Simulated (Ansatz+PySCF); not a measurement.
Values are calculated unless marked as measured or tabulated.
A run of Ansatz (development build ahead of 0.2.0) on doublet C₃H₅O at this shape:

```yaml
atoms:
  - { symbol: C, position_ang: [-1.1370, -0.8666, 0.0036] }
  - { symbol: C, position_ang: [-0.0926, 0.1154, 0.0060] }
  - { symbol: C, position_ang: [1.3555, -0.3609, 0.0077] }
  - { symbol: H, position_ang: [-2.1680, -0.5393, 0.0022] }
  - { symbol: H, position_ang: [-0.9158, -1.9365, 0.0090] }
  - { symbol: O, position_ang: [-0.3657, 1.3095, -0.0001] }
  - { symbol: H, position_ang: [2.0160, 0.5051, -0.0222] }
  - { symbol: H, position_ang: [1.5674, -0.9676, 0.8875] }
  - { symbol: H, position_ang: [1.5597, -0.9743, -0.8717] }
```

Its results:

| Item | Value |
| --- | --- |
| Converged | yes |
| Reference energy | -191.40180 hartree |
| Correlation energy | -0.70984 hartree |
| Total energy | -192.11164 hartree |
| Spin squared of the determinant | 0.750 |
| Stability test | minimum among restricted orbitals |

Forces (eV/Å):
| atom | Fx | Fy | Fz |
| --- | --- | --- | --- |
| C1 | -0.227 | -0.833 | 0.027 |
| C2 | 0.691 | -0.261 | -0.019 |
| C3 | -0.134 | 0.121 | -0.174 |
| H4 | 0.145 | -0.002 | -0.004 |
| H5 | -0.105 | 0.462 | -0.007 |
| O6 | -0.138 | 0.601 | 0.005 |
| H7 | -0.121 | -0.097 | 0.112 |
| H8 | -0.019 | 0.036 | 0.003 |
| H9 | -0.092 | -0.027 | 0.057 |

Which input gives this output? Name the method, the orbitals and the basis set, and write the input.

ROHF-MP2 in cc-pVTZ.

```yaml
crystal:
  periodic: [false, false, false]
  atoms:
    - { symbol: C, position_ang: [-1.13702, -0.8666, 0.00358] }
    - { symbol: C, position_ang: [-0.09262, 0.1154, 0.00597] }
    - { symbol: C, position_ang: [1.35545, -0.36094, 0.00775] }
    - { symbol: H, position_ang: [-2.16796, -0.53927, 0.00218] }
    - { symbol: H, position_ang: [-0.91577, -1.93654, 0.00903] }
    - { symbol: O, position_ang: [-0.3657, 1.30953, -7.0e-05] }
    - { symbol: H, position_ang: [2.01598, 0.50506, -0.02223] }
    - { symbol: H, position_ang: [1.56742, -0.96764, 0.88748] }
    - { symbol: H, position_ang: [1.55967, -0.97426, -0.87171] }
basis:
  gaussian: { orbitals: cc-pVTZ }
magnetization:
  initial_magnetization: 1
hamiltonian:
  xc: hf
correlation:
  method: mp2
  frozen_orbitals: { C: 1, H: 0, O: 1 }
output:
  forces: true
```

Caution: forces differ strongly between restricted and unrestricted references.
